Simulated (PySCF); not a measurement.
Fluorine: a sound run and one with changed settings

Sound run: F [He] 2s2 2p5, F⁺ [He] 2s2 2p4. Computed with PySCF 2.14 in x2c-TZVPall (5s3p2d1f, 31 functions), with the spin-free X2C one-electron Hamiltonian (Gaussian nucleus). In the sound run the correlated levels freeze 1s2. The sound run starts from symmetry-adapted Hartree-Fock orbitals and uses a fine grid where one is needed.

Changed run: initial guess 1e, at most 50 SCF cycles.

```csv
species,method,sound run (hartree),changed run (hartree),converged
F,UHF,-99.49886,-99.49886,yes
F,MN15,-99.79781,-99.79781,yes
F,CCSD(T),-99.71230,-99.71230,yes
F⁺,r2SCAN,-99.17247,-99.17247,yes
F⁺,MP2,-99.06494,-99.06494,yes
```

Here the plain start reaches the same solutions.
